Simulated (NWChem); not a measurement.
**C2H4S (thiirane) at 4 levels**

Aim: a comparison of 4 runs (HF/STO-3G, HF/aug-cc-pVDZ, PBE0/cc-pVDZ, r2SCAN/cc-pVDZ) of C2H4S (thiirane). 

The results are computed with NWChem 7.3.0.

## Step 1: The structure to begin with

C2H4S has 7 atoms, charge 0, and is taken as a singlet. SMILES: `C1CS1`. The shape is that of a PBE0-D4/def2-TZVP optimisation.

Bond lengths: C1–C2 1.478 Å, C1–S3 1.802 Å, C2–S3 1.802 Å, C1–H4 1.084 Å, C1–H5 1.084 Å, C2–H6 1.084 Å, C2–H7 1.084 Å. Some angles: C1–C2–S3 65.8°, C2–C1–S3 65.8°, C1–S3–C2 48.4°, C1–C2–H6 118.1°, C1–C2–H7 118.1°, S3–C2–H6 115.4°, S3–C2–H7 115.4°, C2–C1–H4 118.1°, C2–C1–H5 118.1°, S3–C1–H4 115.4°.

## Step 2: Energy and gradient at HF/STO-3G (run 1)

The input, run.py:

```python
from ase import Atoms
from ase.calculators.nwchem import NWChem

system = Atoms('CCSHHHH', positions=[
    [-0.515770, 0.123480, -0.520180],
    [0.600760, -0.036080, 0.435470],
    [-0.898110, -0.923600, 0.895080],
    [-0.448740, -0.388430, -1.473330],
    [-1.032050, 1.076250, -0.547280],
    [0.855300, 0.806520, 1.068140],
    [1.438610, -0.658150, 0.142080],
])

calc = NWChem(
    label='c2h4s',
    theory='scf',
    memory='2200 mb',
    basis='STO-3G',
    basispar='spherical bse',
    scf={'nopen': '0', 'rhf': None, 'thresh': '1e-08', 'maxiter': '80'},
)
system.calc = calc

forces = system.get_forces()
print(f"energy = {system.get_potential_energy():.6f} eV")
print("forces (eV/A):")
for s, f in zip(system.symbols, forces):
    print(f"{s:2s} {f[0]:10.5f} {f[1]:10.5f} {f[2]:10.5f}")
print("dipole (e A):", system.get_dipole_moment().round(4))
```

Launch:

```bash
$ export ASE_NWCHEM_COMMAND="nwchem PREFIX.nwi > PREFIX.nwo"
$ python run.py
```

Log:

```text
energy = -12796.818947 eV
forces (eV/A):
C    -1.27336   -0.56559    0.09287
C    -0.00370   -0.74747    1.17973
S     0.69939    0.71919   -0.69697
H     0.06001    0.28436   -0.08839
H     0.16465    0.02160   -0.25433
H     0.22878    0.01270   -0.19941
H     0.12418    0.27521   -0.03342
dipole (e A): [ 0.101   0.1038 -0.1006]
```

The calculator wrote c2h4s.nwi:

```
title "c2h4s"

permanent_dir c2h4s

scratch_dir c2h4s

start c2h4s

geometry units angstrom nocenter noautosym noautoz
  C  -5.1576999999999995e-01 1.2348000000000001e-01 -5.2017999999999998e-01
  C  6.0075999999999996e-01 -3.6080000000000001e-02 4.3547000000000002e-01
  S  -8.9810999999999996e-01 -9.2359999999999998e-01 8.9507999999999999e-01
  H  -4.4874000000000003e-01 -3.8843000000000000e-01 -1.4733300000000000e+00
  H  -1.0320499999999999e+00 1.0762499999999999e+00 -5.4727999999999999e-01
  H  8.5529999999999995e-01 8.0652000000000001e-01 1.0681400000000001e+00
  H  1.4386099999999999e+00 -6.5815000000000001e-01 1.4208000000000001e-01
end

memory 2200 mb

basis spherical bse noprint
   * library STO-3G
end

scf
  nopen 0
  rhf
  thresh 1e-08
  maxiter 80
end

task scf gradient
```

c2h4s.nwo:

```text
Northwest Computational Chemistry Package (NWChem) 7.3.0
             --------------------------------------------------------

           Job information
           ---------------

    nwchem branch   = 7.3.0
    use scalapack   = T
    input           = c2h4s.nwi
    prefix          = c2h4s.
    data base       = c2h4s/c2h4s.db
    status          = startup
    nproc           =        1

           Memory information
           ------------------

    heap     =     72089596 doubles =      550.0 Mbytes
    stack    =     72089601 doubles =      550.0 Mbytes
    global   =    144179200 doubles =     1100.0 Mbytes (distinct from heap & stack)
    total    =    288358397 doubles =     2200.0 Mbytes
    verify   = yes
    hardfail = no

[... 141 lines left out ...]
 Convergence threshold     :          1.000E-08
[... 13 lines left out ...]
       Final RHF  results
[... 3 lines left out ...]
      One-electron energy =   -853.241421597210
[... 1 line left out ...]
 Nuclear repulsion energy =    101.815074359953
[... 31 lines left out ...]
                       ROHF Final Molecular Orbital Analysis
[... 194 lines left out ...]
                 ----------------------------------------
                 |  Time  |  1-e(secs)   |  2-e(secs)   |
                 ----------------------------------------
                 |  CPU   |       0.00   |       0.09   |
                 ----------------------------------------
                 |  WALL  |       0.00   |       0.09   |
                 ----------------------------------------

 Task  times  cpu:        0.6s     wall:        0.6s
 Total times  cpu:        0.6s     wall:        0.6s
```

It took 1.4 s on 1 thread of Intel Xeon 6975P-C (Granite Rapids), shared host; peak memory 0.1 GiB.

## Step 3: Energy and gradient at HF/aug-cc-pVDZ (run 2)

The input, calc.nw:

```
start calc
title "C2H4S"
memory stack 880 mb heap 220 mb global 1100 mb

geometry units angstrom noautosym nocenter noautoz
  C     -0.515770     0.123480    -0.520180
  C      0.600760    -0.036080     0.435470
  S     -0.898110    -0.923600     0.895080
  H     -0.448740    -0.388430    -1.473330
  H     -1.032050     1.076250    -0.547280
  H      0.855300     0.806520     1.068140
  H      1.438610    -0.658150     0.142080
end

basis spherical bse
  C library aug-cc-pVDZ
  S library aug-cc-pVDZ
  H library aug-cc-pVDZ
end

scf
  thresh 1e-08
  maxiter 80
  print low
end

task scf gradient
```

Launch:

```bash
$ nwchem calc.nw > calc.out
```

Log:

```text
[...]
  functions       =   109
[...]
  wavefunction    = RHF
[...]
         Total SCF energy =   -475.577135477077
      One-electron energy =   -856.343273266232
      Two-electron energy =    278.951063429202
 Nuclear repulsion energy =    101.815074359953
        Time for solution =     31.4s
[...]
                         RHF ENERGY GRADIENTS
    atom               coordinates                        gradient
                 x          y          z           x          y          z
   1 C      -0.974664   0.233343  -0.982998   -0.001442  -0.005474   0.007744
   2 C       1.135272  -0.068181   0.822919   -0.008249  -0.004495   0.001916
   3 S      -1.697182  -1.745351   1.691456    0.007475   0.007688  -0.007451
   4 H      -0.847996  -0.734026  -2.784190    0.000352  -0.001139  -0.002518
   5 H      -1.950292   2.033818  -1.034209   -0.001117   0.002549  -0.000188
   6 H       1.616283   1.524102   2.018492    0.000756   0.002278   0.001414
   7 H       2.718579  -1.243723   0.268492    0.002224  -0.001407  -0.000916
 Task  times  cpu:       40.5s     wall:       40.5s
 Total times  cpu:       40.5s     wall:       40.5s
```

It took 41 s on 1 thread of Intel Xeon 6975P-C (Granite Rapids), shared host; peak memory 0.11 GiB.

Run 3 isn't shown in full; the table further down has it.

## Step 4: Energy and forces at r2SCAN/cc-pVDZ (run 4)

The input, run.py:

```python
from ase import Atoms
from ase.calculators.nwchem import NWChem

atoms = Atoms('CCSHHHH', positions=[
    [-0.515770, 0.123480, -0.520180],
    [0.600760, -0.036080, 0.435470],
    [-0.898110, -0.923600, 0.895080],
    [-0.448740, -0.388430, -1.473330],
    [-1.032050, 1.076250, -0.547280],
    [0.855300, 0.806520, 1.068140],
    [1.438610, -0.658150, 0.142080],
])

calc = NWChem(
    label='run',
    theory='dft',
    memory='2200 mb',
    basis='cc-pVDZ',
    basispar='spherical bse',
    dft={'xc': 'r2scan', 'mult': '1', 'grid': 'xfine', 'convergence': 'energy 1e-08', 'iterations': '100', 'mulliken': None},
)
atoms.calc = calc

forces = atoms.get_forces()
e = atoms.get_potential_energy()
print(f"E = {e:.6f} eV")
print("forces (eV/A):")
for s, f in zip(atoms.symbols, forces):
    print(f"{s:2s} {f[0]:10.5f} {f[1]:10.5f} {f[2]:10.5f}")
print("dipole (e A):", atoms.get_dipole_moment().round(4))
```

Launch:

```bash
$ export ASE_NWCHEM_COMMAND="nwchem PREFIX.nwi > PREFIX.nwo"
$ python run.py
```

Log:

```text
E = -12971.965420 eV
forces (eV/A):
C     0.09981    0.12629   -0.13658
C     0.13977    0.12028   -0.10233
S    -0.46810   -0.48141    0.46655
H     0.01831   -0.17859   -0.34077
H    -0.18676    0.33630   -0.01512
H     0.09595    0.29609    0.22693
H     0.30102   -0.21901   -0.09873
dipole (e A): [ 0.2286  0.2351 -0.2278]
```

The calculator wrote run.nwi:

```
title "run"

permanent_dir run

scratch_dir run

start run

geometry units angstrom nocenter noautosym noautoz
  C  -5.1576999999999995e-01 1.2348000000000001e-01 -5.2017999999999998e-01
  C  6.0075999999999996e-01 -3.6080000000000001e-02 4.3547000000000002e-01
  S  -8.9810999999999996e-01 -9.2359999999999998e-01 8.9507999999999999e-01
  H  -4.4874000000000003e-01 -3.8843000000000000e-01 -1.4733300000000000e+00
  H  -1.0320499999999999e+00 1.0762499999999999e+00 -5.4727999999999999e-01
  H  8.5529999999999995e-01 8.0652000000000001e-01 1.0681400000000001e+00
  H  1.4386099999999999e+00 -6.5815000000000001e-01 1.4208000000000001e-01
end

memory 2200 mb

basis spherical bse noprint
   * library cc-pVDZ
end

dft
  xc r2scan
  mult 1
  grid xfine
  convergence energy 1e-08
  iterations 100
  mulliken
end

task dft gradient
```

run.nwo:

```text
Northwest Computational Chemistry Package (NWChem) 7.3.0
             --------------------------------------------------------

           Job information
           ---------------

    nwchem branch   = 7.3.0
    use scalapack   = T
    input           = run.nwi
    prefix          = run.
    data base       = run/run.db
    status          = startup
    nproc           =        1

           Memory information
           ------------------

    heap     =     72089596 doubles =      550.0 Mbytes
    stack    =     72089601 doubles =      550.0 Mbytes
    global   =    144179200 doubles =     1100.0 Mbytes (distinct from heap & stack)
    total    =    288358397 doubles =     2200.0 Mbytes
    verify   = yes
    hardfail = no

[... 112 lines left out ...]
  convergence criterion.
[... 37 lines left out ...]
          Spatial weights used:  Erf1
[... 74 lines left out ...]
         Total DFT energy =     -476.710940350518
[... 3 lines left out ...]
 Nuclear repulsion energy =      101.815074359953
[... 534 lines left out ...]
          Convergence on gradient requested:  5.00D-04
[... 24 lines left out ...]
          total energy or number of iterations.
[... 38 lines left out ...]
                 ----------------------------------------
                 |  Time  |  1-e(secs)   |  2-e(secs)   |
                 ----------------------------------------
                 |  CPU   |       0.00   |       2.88   |
                 ----------------------------------------
                 |  WALL  |       0.00   |       2.88   |
                 ----------------------------------------

 Task  times  cpu:       28.7s     wall:       28.7s
 Total times  cpu:       28.7s     wall:       28.7s
```

Run time: 30 s. Hardware: 1 thread of Intel Xeon 6975P-C (Granite Rapids), shared host; peak memory 0.14 GiB.

## Step 5: Overview of the runs

| run | level | iteration cap | module | energy (Eh) | largest force (eV/Å) | wall time |
| --- | --- | --- | --- | --- | --- | --- |
| 1 | HF/STO-3G | 80 | scf | -470.274426 | 1.397 | 1.4 s |
| 2 | HF/aug-cc-pVDZ | 80 | scf | -475.577135 | 0.671 | 41 s |
| 3 | PBE0/cc-pVDZ | 100 | dft | -476.554380 | 0.534 | 24 s |
| 4 | r2SCAN/cc-pVDZ | 100 | dft | -476.710940 | 0.818 | 30 s |

## Step 6: Results

| quantity | value |
| --- | --- |
| run 4: total energy | -476.71094 Eh |
| run 4: dipole moment | 1.92 D |
| run 4: HOMO energy | -5.42 eV |
| run 4: LUMO energy | -0.21 eV |
| run 4: HOMO–LUMO gap | 5.21 eV |
| run 4: largest force on an atom | 0.818 eV/Å |

**Reading.** Totals of different functionals can't be ranked against each other. In run 1 the basis is minimal, so the values are rough. All runs together took 96 s, the longest 41 s.
